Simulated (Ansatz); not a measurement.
One geometry of SiH2Me(SiH3) (CH₈Si₂), several levels of theory.

```yaml
crystal:
  periodic: [false, false, false]
  atoms:
    - {symbol: Si, position_ang: [0.698289, 0.177173, 0.490285]}
    - {symbol: H, position_ang: [0.731874, 0.153348, 1.987946]}
    - {symbol: H, position_ang: [2.117134, 0.171182, 0.009191]}
    - {symbol: C, position_ang: [-0.190780, 1.724925, -0.119532]}
    - {symbol: H, position_ang: [0.309683, 2.634928, 0.248032]}
    - {symbol: H, position_ang: [-1.234151, 1.746554, 0.232073]}
    - {symbol: H, position_ang: [-0.201739, 1.765505, -1.219972]}
    - {symbol: Si, position_ang: [-0.371758, -1.768726, -0.274532]}
    - {symbol: H, position_ang: [-1.774047, -1.829984, 0.246197]}
    - {symbol: H, position_ang: [0.350100, -3.001056, 0.170675]}
    - {symbol: H, position_ang: [-0.434614, -1.773860, -1.770363]}
basis:
  gaussian: {orbitals: STO-3G}
hamiltonian: {xc: hf}
scf: {omitted_lower_state_checks: [starts]}
output: {orbitals: {seedname: orbitals}}
```

The file start.molden holds the orbitals of an earlier run on this structure, at another level or in another basis.

```sh
$ ansatz run in.yaml --threads 4 --pin off --events-out ev --progress --plain --max-ram 3916MiB
```

Output, abridged:

```
Functional definition: HF
363 factors; integrals over basis functions are off by at most 4.9e-5 eV
mean field evaluation 1: about -16687.6778 eV, gradient 1.1e1 eV
mean field evaluation 2: about -16687.7402 eV, gradient 1.1e1 eV
mean field evaluation 4: about -16688.3060 eV, gradient 4.0e-1 eV
mean field evaluation 8: about -16688.3066 eV, gradient 3.5e-5 eV
mean field -16688.30658035 eV, -613.2839550873 hartree, gradient 3.5e-5 eV, S^2 0.000000; 0 other end points of the search recorded, 0 dependent functions left out
reference -16688.30658035 eV, -613.2839550873 hartree; 21, 21 occupied and 10, 10 virtual orbitals, 363 factors
Total energy: -16688.30658035 eV, -613.2839550873 hartree
Checks for a lower state left out: starts
```

Hardware: 4 threads of Intel Xeon on a shared host. Wall time 0.2 s.

As the first input, with `gaussian: {orbitals: def2-TZVP, initial_orbitals: start.molden}`, `hamiltonian: {xc: pbe}`, `correlation: {method: rpa}` and without the key `output` (abridged; 3 s):

```
Functional definition: PBE
mean field -16913.45066771 eV, -621.5578476898 hartree, gradient 9.4e-7 eV, S^2 0.000000
11 core orbitals not correlated: weight in the atoms' cores, before any rotation towards them, 1.000 or more for the frozen orbitals, at most 0.000 for the correlated occupied ones
Total energy: -16903.21131838 eV, -621.1815585423 hartree
Checks for a lower state left out: starts
```

As the first input, with `gaussian: {orbitals: def2-TZVP, initial_orbitals: start.molden}`, `correlation: {method: mp2}` and without the key `hamiltonian` (abridged; 1.7 s):

```
Functional definition: HF
mean field -16882.60916924 eV, -620.4244435260 hartree, gradient 3.2e-6 eV, S^2 0.000000
11 core orbitals not correlated: weight in the atoms' cores, before any rotation towards them, 1.000 or more for the frozen orbitals, at most 0.000 for the correlated occupied ones
second order -11.31090502 eV of doubles, -0.00000000 eV of singles
Total energy: -16893.92007426 eV, -620.8401116188 hartree
Checks for a lower state left out: starts
```

As the first input, with `gaussian: {orbitals: def2-TZVP, initial_orbitals: start.molden}`, `hamiltonian: {xc: r2scan, dispersion: d4}` (abridged; 2.6 s):

```
Functional definition: r2SCAN
mean field -16921.32685451 eV, -621.8472922159 hartree, gradient 1.8e-5 eV, S^2 0.000000
Total energy: -16921.37714561 eV, -621.8491403798 hartree
Checks for a lower state left out: starts
```

As the first input, with `gaussian: {orbitals: def2-TZVP, initial_orbitals: start.molden}`, `hamiltonian: {xc: pbe, dispersion: d4}`, `output: {forces: true, orbitals: {seedname: orbitals}}` (abridged; 2.2 s):

```
Functional definition: PBE
mean field -16913.45072243 eV, -621.5578497007 hartree, gradient 1.1e-5 eV, S^2 0.000000
Total energy: -16913.65462656 eV, -621.5653430392 hartree
Atom 0 force    -0.032157    -0.035432    -0.022893 eV/Å
Atom 1 force     0.002908     0.003549     0.024731 eV/Å
Atom 2 force     0.024018     0.003843    -0.006834 eV/Å
Atom 3 force    -0.042801     0.128654    -0.028946 eV/Å
Atom 4 force    -0.021646    -0.062151    -0.015895 eV/Å
Atom 5 force     0.062544    -0.018961    -0.017268 eV/Å
Atom 6 force     0.002237    -0.020776     0.064235 eV/Å
Atom 7 force     0.024893     0.034421     0.017512 eV/Å
Atom 8 force    -0.024667    -0.006614     0.004427 eV/Å
Atom 9 force     0.007444    -0.019615     0.005755 eV/Å
Atom 10 force    -0.002771    -0.006917    -0.024824 eV/Å
Dipole moment:    -0.050037     0.189045    -0.033682 e Å
Checks for a lower state left out: starts
```

The first input with `gaussian: {orbitals: def2-SVP, initial_orbitals: start.molden}`, `hamiltonian: {xc: pbe, dispersion: d4}` (abridged; 1 s):

```
Functional definition: PBE
mean field -16906.63067827 eV, -621.3072177006 hartree, gradient 9.0e-6 eV, S^2 0.000000
Total energy: -16906.83457300 eV, -621.3147106936 hartree
Checks for a lower state left out: starts
```

The first input with `gaussian: {orbitals: def2-TZVPP, initial_orbitals: start.molden}`, `correlation: {method: ccsd_t}` and without the key `hamiltonian` (abridged; 41 s):

```
Functional definition: HF
mean field -16882.66018235 eV, -620.4263182233 hartree, gradient 8.1e-7 eV, S^2 0.000000
11 core orbitals not correlated: weight in the atoms' cores, before any rotation towards them, 1.000 or more for the frozen orbitals, at most 0.000 for the correlated occupied ones
second order -12.00213095 eV of doubles, -0.00000000 eV of singles
cycle   1  -13.14578961 eV  change    -1.1e0 eV  update   8.3e-2
cycle   2  -13.59308983 eV  change   -4.5e-1 eV  update   2.7e-2
cycle   3  -13.62782348 eV  change   -3.5e-2 eV  update   8.2e-3
cycle   4  -13.62384963 eV  change    4.0e-3 eV  update   2.7e-3
cycle   5  -13.62304041 eV  change    8.1e-4 eV  update   7.9e-4
cycle   6  -13.62284689 eV  change    1.9e-4 eV  update   2.4e-4
cycle   7  -13.62284777 eV  change   -8.8e-7 eV  update   6.1e-5
cycle   8  -13.62286251 eV  change   -1.5e-5 eV  update   1.9e-5
perturbative correction -0.46740987 eV, -0.0171769959 hartree
Total energy: -16896.75045473 eV, -620.9441261827 hartree
Checks for a lower state left out: starts
```

Geometry: r2SCAN-D4/def2-SVP.

Correlated methods freeze 11 core orbitals.
